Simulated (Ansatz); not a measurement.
Zinc, hcp: convergence with the k-point mesh

Computed with Ansatz, LDA, scalar-relativistic PAW, on the relaxed cell (a = 2.571 Å, c = 4.736 Å (c/a = 1.842); spin not included). Errors count from a run at 420 eV on a Γ-centred 23×23×11 mesh with Fermi-Dirac smearing of 0.1 eV, extrapolated to zero width. Fixed here: cutoff 420 eV, Fermi-Dirac width 0.1 eV. The SCF starts from atomic densities corrected by a trained network.

| k-mesh | E(σ→0) error (meV/atom) | P (GPa) | SCF iterations |
| --- | --- | --- | --- |
| 2×2×1 | 769.0 | 6.94 | 6 |
| 4×4×2 | -152.9 | -1.21 | 6 |
| 5×5×3 | 6.6 | 0.95 | 6 |
| 7×7×3 | -31.5 | -0.26 | 6 |
| 9×9×4 | 19.7 | -0.16 | 6 |
| 11×11×6 | 6.2 | 0.23 | 6 |
| 15×15×7 | -0.8 | 0.07 | 6 |
| 20×20×10 | 1.7 | 0.06 | 6 |

Within 5 meV/atom of the last row: from 11×11×6 on.
